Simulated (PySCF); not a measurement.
C4H7S (charge -1).
SMILES: `C=CCC[S-]`

Torsions of this conformer, `[CH2:1]=[CH:2][CH2:3][CH2:4][S-:5]`: C1–C2–C3–C4 120°, C2–C3–C4–S5 178°.

The closed-shell ground state was solved at several levels (PySCF, density fitting, gas phase, non-relativistic). Isolated species at its PBE0-D3(BJ)/def2-SVP geometry (one conformer only). The geometry's basis has no diffuse functions, a weakness for an anion. Where the HOMO energy is positive, the finite basis confines the outermost electrons. No diffuse functions stand in pcSseg-1 and pcSseg-2, which bears on an anion's orbital energies.

| level | basis functions | HOMO (eV) | LUMO (eV) | gap (eV) |
| --- | --- | --- | --- | --- |
| wB97X-D/pcSseg-2 | 285 | -1.72 | 5.30 | 7.02 |
| PBE0/pcSseg-1 | 127 | 0.52 | 3.83 | 3.31 |

(1) What might B3LYP/def2-SVPD (163 basis functions) give for the same quantities?

(2) Over all these levels, which gives the widest orbital gap and which the narrowest?

## Answers

(1) HOMO 0.09 eV, LUMO 3.28 eV, gap 3.19 eV.

(2) wB97X-D/pcSseg-2 (range-separated hybrid) has the widest, 7.02 eV, and B3LYP/def2-SVPD (global hybrid, 20 % exact exchange) the narrowest, 3.19 eV. Functional and basis both differ between the two, so the spread mixes both effects.
